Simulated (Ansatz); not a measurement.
Total energies of CH3FO3 (`OC(O)(O)F`).

```xyz
8

O    -0.6300   -0.7661    0.9531
C     0.1640   -0.0097    0.1466
O     0.8117   -0.8873   -0.6678
O    -0.5249    0.9747   -0.5397
F     1.0634    0.6971    0.8938
H    -1.0930   -0.1626    1.5434
H     1.3863   -0.3711   -1.2426
H    -1.1776    0.5250   -1.0869
```

Charge 0, multiplicity 1. The structure was optimised at the PBE0-D4/def2-TZVP level. It is one conformer, not always the lowest. Basis def2-TZVPP, Ansatz 0.2.0.

RPA on PBE orbitals: Hartree–Fock energy of these orbitals -363.76763 Eh, correlation -1.69476 Eh (frozen core).

```csv
functional,energy without D4 (Eh),D4 term (kJ/mol)
revPBE,-365.48800,-43.0
BLYP,-365.54940,-25.5
B97M-V,-365.50252,–
PBE0,-365.23533,-8.9
B3LYP,-365.60761,-17.4
r2SCANh,-365.41956,-2.7
r2SCAN0,-365.38859,-2.9
HSE06 (plane-wave form),-365.21971,-8.1
ωB97M-V,-365.51232,–
PBE-QIDH,-365.18835,–
```

Q: Give the same for LDA (SPW92), PBE, r2SCAN, BHLYP, CAM-B3LYP, LC-ωPBE, ωB97X-V, B2PLYP. (Best estimate.)

A: Computed: 
| functional | energy without D4 (Eh) | D4 term (kJ/mol) |
| --- | --- | --- |
| LDA (SPW92) | -363.03031 | – |
| PBE | -365.23572 | -10.9 |
| r2SCAN | -365.44105 | -2.6 |
| BHLYP | -365.43758 | -11.2 |
| CAM-B3LYP | -365.50237 | -8.7 |
| LC-ωPBE | -365.40748 | – |
| ωB97X-V | -365.49028 | – |
| B2PLYP | -365.38057 | – |

B3LYP takes the VWN-RPA correlation (the form of Gaussian; ORCA's B3LYP/G). HSE06 is the plane-wave form, built on full-range PBE exchange. The double hybrids freeze the cores in their second-order part.

LC-ωPBE has ω = 0.4 bohr⁻¹.
